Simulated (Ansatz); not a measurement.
A calculation with Ansatz (development build ahead of 0.2.0).

```yaml
crystal:
  periodic: [false, false, false]
  atoms:
    - { symbol: H, position_ang: [-0.00921, 0.37089, -1.15811] }
    - { symbol: Si, position_ang: [0.03169, -0.743, -0.02647] }
    - { symbol: F, position_ang: [-0.00378, 0.37855, 1.15215] }
basis:
  gaussian: { orbitals: def2-SVP }
magnetization:
  spin_polarized: true
hamiltonian:
  xc: hf
correlation:
  method: mp2
  frozen_orbitals: { F: 1, H: 0, Si: 5 }
```

The input is written out in the form of the current development build from the run's settings.

Results

| Quantity | Value |
| --- | --- |
| Converged | yes |
| Reference energy | -388.77058 hartree |
| Correlation energy | -0.26421 hartree |
| Total energy | -389.03479 hartree |
| Spin squared of the determinant | 0.127 |
| Stability test | minimum |

Messages of the program:
```
mean field -10578.98646903 eV, -388.7705820424 hartree, gradient 6.5e-6 eV, S^2 0.126686; 4 other ends of a descent, 0 dependent functions left out
```

Caution: the unrestricted determinant is spin contaminated.
